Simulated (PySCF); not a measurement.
C₄H₈, SMILES C=C(C)C. Atoms are numbered in the order given.

```xyz
12

C     -1.2742     0.0000    -0.6796
C      0.0000     0.0000     0.1237
C      1.2742     0.0000    -0.6796
C      0.0000     0.0000     1.4633
H     -1.3225    -0.8840    -1.3400
H     -1.3225     0.8840    -1.3400
H     -2.1672     0.0000    -0.0379
H      1.3225    -0.8840    -1.3400
H      2.1672     0.0000    -0.0379
H      1.3225     0.8840    -1.3400
H      0.9330     0.0000     2.0344
H     -0.9330     0.0000     2.0344
```

Geometry: B3LYP-D3(BJ)/def2-SVP.

Two levels are set side by side: PBE/pcSseg-1 (PySCF) and HF/pcSseg-1 (PySCF). GIAO shifts against TMS (¹H), TMS (¹³C) at the same level; non-relativistic, no solvent, atoms listed together averaged. Differences are taken from unrounded values.

```json
[
 {"quantity": "δ(¹³C) of C1, C3 (ppm)", "HF": "26.1", "PBE": "29.4", "PBE minus HF": "3.3"},
 {"quantity": "δ(¹³C) of C2 (ppm)", "HF": "153.3", "PBE": "152.0", "PBE minus HF": "-1.3"},
 {"quantity": "δ(¹³C) of C4 (ppm)", "HF": "120.3", "PBE": "118.9", "PBE minus HF": "-1.4"},
 {"quantity": "δ(¹H) of H11, H12 (ppm)", "HF": "5.32", "PBE": "5.28", "PBE minus HF": "-0.04"}
]
```

Rough cost on one machine, each run with all the roots and properties that it gave: HF against PBE within a factor of 2.
